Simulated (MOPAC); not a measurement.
MOPAC input (PM7):

```
PM7 PRECISE GNORM=0.05 LET XYZ GEO-OK AUX(PRECISION=9) THREADS=1
CH4

C    -0.00000000 1    0.00000000 1   -0.00000000 1
H     0.62054657 1    0.62688914 1    0.63896175 1
H    -0.64285838 1   -0.62489528 1    0.61852983 1
H     0.63693263 1   -0.63278043 1   -0.61664082 1
H    -0.61462083 1    0.63078657 1   -0.64085076 1
```

From the last part of the output:

```
                                                       MOPAC v23.2.5 Linux

          FINAL HEAT OF FORMATION =        -14.40441 KCAL/MOL =     -60.26807 KJ/MOL

          COSMO AREA              =         54.81 SQUARE ANGSTROMS
          COSMO VOLUME            =         37.06 CUBIC ANGSTROMS

          GRADIENT NORM           =          0.00112          =       0.00050 PER ATOM
          IONIZATION POTENTIAL    =         13.727696 EV
          HOMO LUMO ENERGIES (EV) =        -13.728  5.914
          NO. OF FILLED LEVELS    =          4
          MOLECULAR WEIGHT        =         16.0426         POINT GROUP:  Td

          MOLECULAR DIMENSIONS (Angstroms)

            Atom       Atom       Distance
            H     4    H     2     1.77210
            H     5    H     3     1.77210
            H     3    H     2     1.25306

          SCF CALCULATIONS        =          5

   ATOM   CHEMICAL          X               Y               Z
  NUMBER   SYMBOL      (ANGSTROMS)     (ANGSTROMS)     (ANGSTROMS)

     1       C         -0.00000001  *   0.00000000  *   0.00000000  *
     2       H          0.61826387  *   0.62458311  *   0.63661131  *
     3       H         -0.64049360  *  -0.62259658  *   0.61625455  *
     4       H          0.63458967  *  -0.63045274  *  -0.61437250  *
     5       H         -0.61235992  *   0.62846620  *  -0.63849337  *

                             CARTESIAN COORDINATES

   1    C       -0.000000008     0.000000005     0.000000005
   2    H        0.618263872     0.624583107     0.636611309
   3    H       -0.640493599    -0.622596583     0.616254548
   4    H        0.634589667    -0.630452739    -0.614372501
   5    H       -0.612359922     0.628466200    -0.638493372

           Empirical Formula: C H4  =     5 atoms

      MOLECULAR POINT GROUP   :   Td

                  EIGENVALUES
 -25.02404 -13.72770 -13.72770 -13.72770   5.91351   5.91351   5.91351   7.41223

              NET ATOMIC CHARGES AND DIPOLE CONTRIBUTIONS

  ATOM NO.   TYPE          CHARGE      No. of ELECS.   s-Pop       p-Pop
    1          C          -0.603058        4.6031     1.04478     3.55828
    2          H           0.150764        0.8492     0.84924
    3          H           0.150764        0.8492     0.84924
    4          H           0.150765        0.8492     0.84924
    5          H           0.150764        0.8492     0.84924
 DIPOLE           X         Y         Z       TOTAL
 POINT-CHG.     0.000    -0.000    -0.000     0.000
 HYBRID         0.000    -0.000    -0.000     0.000
 SUM            0.000    -0.000    -0.000     0.000

          ATOMIC ORBITAL ELECTRON POPULATIONS

     Atom    s        px        py        pz
    1  C   1.04478   1.18609   1.18609   1.18609
    2  H   0.84924
    3  H   0.84924
    4  H   0.84924
    5  H   0.84924

 **********************
 *                    *
 * JOB ENDED NORMALLY *
 *                    *
 **********************

 == MOPAC DONE ==
```

The geometry given is a B3LYP-D3(BJ)/def2-TZVP minimum.
